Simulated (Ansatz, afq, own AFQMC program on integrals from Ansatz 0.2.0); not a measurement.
AFQMC on a folder of integrals that Ansatz 0.2.0 wrote.

```yaml
crystal:
  periodic: [false, false, false]
  atoms:
    - {symbol: B, position_ang: [0.000000, 0.059110, 0.740549]}
    - {symbol: O, position_ang: [0.000000, -0.099827, -0.597826]}
    - {symbol: H, position_ang: [0.000000, 1.158248, 1.226704]}
    - {symbol: H, position_ang: [0.000000, -0.937399, 1.402080]}
    - {symbol: H, position_ang: [0.000000, 0.729726, -1.082284]}
basis:
  gaussian: {orbitals: cc-pVDZ}
magnetization: {spin_polarized: false}
correlation: {method: ccsd_t, electrons: outside_noble_gas, hamiltonian_folder: ham}
```

```sh
$ ansatz run in.yaml --threads 1 --pin off --events-out ev --progress --plain --max-ram 1843MiB
```

afq runs on the folder ham with

```
--method phaseless --trial cisd --walkers 60 --populations 1 --least-time 40 --time-step 0.005 --steps-per-block 50 --equilibration-blocks 28 --max-blocks 300 --target-error 0.00042 --factor-cut 1e-05 --seed 5632 --release-times 0.24,0.51,0.99,1.62,2.4 --release-step 0.03 --release-every 4 --taylor-order 6
```

Times are imaginary, in 1/Eh. The walk had a cap of 733 s.

Log:

```
orbitals 41  electrons 6 6  factors 322 of 388
reference energy -101.33294334 Eh
CCSD correlation -0.30105438 Eh in 9 cycles, weight of the determinant in the CISD state 0.9026
energy of the start -101.633998 Eh
 block  time / (1/Eh)  mean weight  energy / Eh
     1     0.250  0.9986  -101.630753
     2     0.500  0.9974  -101.633240
     3     0.750  1.0026  -101.633806
     4     1.000  0.9970  -101.636890
     5     1.250  0.9989  -101.635828
     9     2.250  1.0031  -101.640184
    33     8.250  0.9997  -101.644957
    65    16.250  0.9980  -101.648740
    97    24.250  0.9987  -101.637952
   129    32.250  1.0021  -101.644432
   153    38.250  0.9973  -101.650140
   161    40.250  0.9970  -101.640828
   193    48.250  0.9986  -101.638071
   225    56.250  0.9993  -101.634481
   257    64.250  0.9986  -101.638599
   289    72.250  1.0016  -101.638362
   321    80.250  0.9982  -101.641642
blocks merged  error / Eh  count
     1  0.000286  300
     2  0.000349  150
     4  0.000387  75
     8  0.000436  37
    16  0.000492  18
    32  0.000505  9
released: time / (1/Eh)  energy / Eh  error  mean overlap
  0.24  -101.641395  0.000376  1.0099
  0.51  -101.641268  0.000431  1.0167
  0.99  -101.641147  0.000384  1.0292
  1.62  -101.642445  0.000626  1.0101
  2.40  -101.641837  0.000655  1.0098
energy -101.641624 +/- 0.000492 Eh
(rows thinned)
```

The run passed its tests (sampling time, drift between the halves within three errors, error under three times the target), which doesn't prove that it has relaxed.

Against this walk (error 13.4 meV) on the same determinant: CCSD(T) 29.5 meV higher, CCSDT(Q) 0.8 meV lower (within the noise). The error is statistical and leaves out the bias of the constraint. Released to 2.40 1/Eh the energy moves by -6 ± 22 meV (both errors), within twice the noise.

Cautions: constraint bias not in the error; error above the target (13.4 against 11.4 meV).

The walk took 7.7 min on 1 thread of Arm Neoverse V1, with other jobs on the host. The log's last line is the phaseless energy.

CCSDT and higher add their correlation energy to the determinant of the CCSD(T) run, since their own runs factorise the integrals more tightly (a shift of under 2 meV). A walk keeps the symmetry of its determinant, which the program's search chose and which needn't be the lowest solution, so a lower state of the same spin and another symmetry isn't excluded.
